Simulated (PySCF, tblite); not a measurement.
**Complex of ammonium and methanol**

A gas-phase complex of ammonium and methanol; charge +1, singlet. The structure comes from a short search (6 tight-binding starts) and was relaxed by PBE0-D3(BJ)/def2-SVPD; another way of binding may lie lower. No frequency run checks that it is a minimum.

Parts: 1 = ammonium ([NH4+]), atoms 1–5, charge +1; 2 = methanol (CO), atoms 6–11.

| atom | part | x (Å) | y (Å) | z (Å) |
| --- | --- | --- | --- | --- |
| N1 | 1 | -0.046 | 0.011 | -0.074 |
| H2 | 1 | -0.824 | -0.039 | -0.736 |
| H3 | 1 | -0.276 | 0.694 | 0.652 |
| H4 | 1 | 0.132 | -0.969 | 0.366 |
| H5 | 1 | 0.790 | 0.330 | -0.569 |
| C6 | 2 | 0.153 | -2.696 | 2.343 |
| O7 | 2 | 0.364 | -2.339 | 0.973 |
| H8 | 2 | -0.441 | -3.616 | 2.413 |
| H9 | 2 | 1.112 | -2.823 | 2.863 |
| H10 | 2 | -0.408 | -1.878 | 2.810 |
| H11 | 2 | 0.732 | -3.078 | 0.479 |

| contact | kind (by geometry) | distance (Å) | angle (°) |
| --- | --- | --- | --- |
| H4···O7 | hydrogen bond | 1.517 | 179 |

Interaction energies are complex less parts, with the parts frozen as they stand in it; counterpoise-corrected, in kcal/mol (PySCF).

(1) Give the interaction energy at each level run.

(2) What holds them together? Decompose the wB97M-D3(BJ)/def2-TZVPD energy: frozen parts, their antisymmetrised product, then relaxation.

The parts were also relaxed and run alone, at the levels used for the complex: shieldings by PBE0/pcSseg-2.

Values alone: N1–H4 bond (Å): 1.027; shielding of H4 (ppm): 26.38; shielding of O7 (ppm): 328.4; shielding of N1 (ppm): 234.6.

(3) What does binding change?

## Answers

(1) 
```csv
level,interaction,superposition error removed
wB97M-D3(BJ)/def2-TZVPD,-25.09,-0.10
PBE0-D3(BJ)/def2-TZVPD,-26.21,-0.10
```

(2) electrostatic -29.5, Pauli repulsion +28.4, orbital relaxation -22.8, dispersion correction -1.3 kcal/mol, which sum to the value before the counterpoise correction; the Pauli term holds the exchange-correlation of the frozen density too. Of the attraction, 55 % is electrostatic, 42 % is orbital relaxation, 2 % is dispersion correction.

(3) 
| property | alone | in the complex | change |
| --- | --- | --- | --- |
| N1–H4 bond (Å) | 1.027 | 1.088 | +0.061 |
| shielding of H4 (ppm) | 26.38 | 16.80 | -9.58 |
| shielding of O7 (ppm) | 328.4 | 309.1 | -19.3 |
| shielding of N1 (ppm) | 234.6 | 231.9 | -2.7 |

Density functionals tend to overstate the lengthening and the red shift of so strongly bound an X–H bond.

The 3 runs behind this took 43 s in all, one thread each of AMD EPYC 9R45 96-Core on a shared host, launched as `OMP_NUM_THREADS=1 python cluster_run.py task.json out`.
